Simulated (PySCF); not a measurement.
carbonyl sulfide (COS), SMILES O=C=S.

Geometry: B3LYP-D3(BJ)/def2-TZVP.

Level of theory: TDA-LC-ωPBE/def2-TZVPD (PySCF).

Vertical excitations; the highest root listed may be one member of a degenerate set. Gas-phase values at a fixed geometry. State labels are in the subgroup C2v.

Computed lowest excited states:
| state | symmetry | energy (eV) | λ (nm) | f | main pairs |
|---|---|---|---|---|---|
| S1 | A2 | 5.47 | 227 | 0.000 | HOMO→LUMO 45 %, HOMO−1→LUMO+1 45 % |
| S2 | A1 | 5.75 | 216 | 0.000 | HOMO−1→LUMO, HOMO→LUMO+1 (degenerate set) |
| S3 | A2 | 5.75 | 216 | 0.000 | HOMO−1→LUMO+1, HOMO→LUMO (degenerate set) |
| S4 | B2 | 7.83 | 158 | 0.042 | HOMO→LUMO+2, HOMO→LUMO+9 (degenerate set) |
| S5 | B1 | 7.83 | 158 | 0.042 | HOMO−1→LUMO+2, HOMO−1→LUMO+9 (degenerate set) |
| S6 | B2 | 8.51 | 146 | 0.021 | HOMO→LUMO+9, HOMO→LUMO+3, HOMO→LUMO+6 (degenerate set) |
| S7 | B1 | 8.51 | 146 | 0.021 | HOMO−1→LUMO+9, HOMO−1→LUMO+3, HOMO−1→LUMO+6 (degenerate set) |
| S8 | A1 | 8.85 | 140 | 0.659 | HOMO→LUMO+1 35 %, HOMO−1→LUMO 35 %, HOMO→LUMO+5 10 %, HOMO−1→LUMO+4 10 % |
| S9 | A1 | 9.32 | 133 | 0.000 | HOMO−1→LUMO+4, HOMO→LUMO+5 (degenerate set) |
| S10 | A2 | 9.32 | 133 | 0.000 | HOMO−1→LUMO+5, HOMO→LUMO+4 (degenerate set) |
| T1 | A1 | 4.69 | 265 | 0 | HOMO−1→LUMO 44 %, HOMO→LUMO+1 44 % |
| T2 | A1 | 4.99 | 248 | 0 | HOMO→LUMO+1, HOMO−1→LUMO (degenerate set) |
| T3 | A2 | 4.99 | 248 | 0 | HOMO→LUMO, HOMO−1→LUMO+1 (degenerate set) |
| T4 | A2 | 5.47 | 227 | 0 | HOMO→LUMO 45 %, HOMO−1→LUMO+1 45 % |
Triplets are in the Tamm–Dancoff approximation.
